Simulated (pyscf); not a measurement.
hydrogen fluoride (HF) + F–GeH: [singlet] → F–Ge:–F [singlet] + hydrogen (H₂), a four-centre exchange (singlet surface; F–H, Ge–H broken, F–Ge, H–H formed). Structures and frequencies: ωB97X-D3(BJ)/def2-SVP in PySCF. Energies in kcal/mol from the separated reactants.

Small-basis levels: PySCF, no dispersion term, spherical d functions. AM1 to PM7: differences of heats of formation from MOPAC, which are fitted to 298 K values and so differ in kind from electronic energies by zero-point and thermal terms. 

```csv
level,barrier,reaction energy
HF/6-31G*+LANL2DZ,17.9,-35.9
SVWN5/6-31G*+LANL2DZ,-17.7,-42.2
BP86/6-31G*+LANL2DZ,…,-42.5
PBE/6-31G*+LANL2DZ,-9.0,-42.7
B3LYP/STO-3G,-13.9,-52.8
B3LYP/LANL2DZ,2.0,-37.0
B3LYP/6-31G*+LANL2DZ,-2.2,-42.6
M06-2X/6-31G*+LANL2DZ,-0.9,-40.9
PBE/def2-SVP,…,-36.5
B3LYP/def2-SVP,-4.5,-35.2
PM3,-13.6,-31.7
PM6,-4.4,-71.5
ωB97M-D3(BJ)/def2-TZVP,…,-33.0
```

### Question
Some entries are withheld; supply them.

### Answer

- BP86/6-31G*+LANL2DZ, barrier: -7.0
- PBE/def2-SVP, barrier: -11.8
- ωB97M-D3(BJ)/def2-TZVP, barrier: 1.6

Against the last row the barrier runs from -19.3 (SVWN5/6-31G*+LANL2DZ) to +16.3 kcal/mol (HF/6-31G*+LANL2DZ). At SVWN5/6-31G*+LANL2DZ, BP86/6-31G*+LANL2DZ, PBE/6-31G*+LANL2DZ, B3LYP/STO-3G, B3LYP/6-31G*+LANL2DZ, M06-2X/6-31G*+LANL2DZ, PBE/def2-SVP, B3LYP/def2-SVP, PM3, PM6 this geometry lies under one side, so the entry may be no barrier of that level: it is a single point on another level's saddle. ωB97M-D3(BJ)/def2-TZVP has limits of its own. On the reactant side the descent ends in a bound adduct, 9.6 kcal/mol under the separated species and 10.8 kcal/mol under the saddle at ωB97X-D3(BJ)/def2-TZVP. One saddle was located; it need not be the lowest between these sides. In the def2 sets elements up to Kr have no core potential.
